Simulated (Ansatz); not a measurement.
We consider zinc-blende HgTe, described by PBE+SOC (PAW; Ansatz, an electronic-structure program).

Run with plane-wave cutoff 520 eV, 10×10×10 k mesh, Fermi–Dirac smearing 0.01 eV, PAW data made under PBE.

Cell (relaxed at this level):

Space group F-43m (No. 216); a = 6.6288 Å, b = 6.6288 Å, c = 6.6288 Å, α = 90.00°, β = 90.00°, γ = 90.00°

```json
[
 {"atom": "Hg", "site": "4a", "symmetry": "-43m", "x": "0.0000", "y": "0.0000", "z": "0.0000"},
 {"atom": "Te", "site": "4d", "symmetry": "-43m", "x": "0.7500", "y": "0.7500", "z": "0.7500"}
]
```
(The calculation used a cell of 2 atoms; values per cell refer to that cell.)

**Question.** Give the computed bulk modulus B0 and pressure derivative B′ of the bulk modulus.

**Answer.** 
- bulk modulus B0: 34.7 GPa
- pressure derivative B′ of the bulk modulus: 5.3

The run finds no gap.

Measured, for comparison: bulk modulus 42.3 GPa (temperature not stated, not corrected to a static lattice; as tabulated in Toher et al. (2017), arXiv:1611.05714). Computed (rounded) less measured: bulk modulus -18 %.

The computed numbers hold no vibrational or temperature effects.

It cost about 7 core-minutes (a rough figure) of CPU time.
